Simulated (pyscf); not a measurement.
A first-order saddle from PySCF, ωB97X-D3(BJ)/def2-SVP:

```xyz
8

O     -0.4788     1.0269    -0.6500
Si    -1.4051     0.0199     0.3177
F     -1.2661    -1.4710    -0.2091
F     -2.9220     0.4796     0.2328
F     -0.8717     0.1534     1.8068
H      0.5681     1.2705    -0.3718
Cl     1.9258     0.7136    -1.3550
H      0.1648     0.6099    -1.4539
```
Charge 0, spin multiplicity 1.

Surface: singlet, charge 0. Lowest wavenumbers (cm⁻¹): 1625i, 23, 43, 214, 230.

Problem. Which two sides does it connect, and which bonds change?

Solution. `[OH][Si]([F])([F])[F]` + `[ClH]` <-> `[OH][Si]([F])([F])[F]` + `[ClH]`, a four-centre exchange read from left to right: H–O, Cl–H broken and H–O, Cl–H formed. At ωB97M-D3(BJ)/def2-TZVP it lies +34.9 kcal/mol from the left side and +34.9 kcal/mol from the right (each side as separated species at their lowest minima found). This is the saddle that the search found; another between the same sides may lie lower.
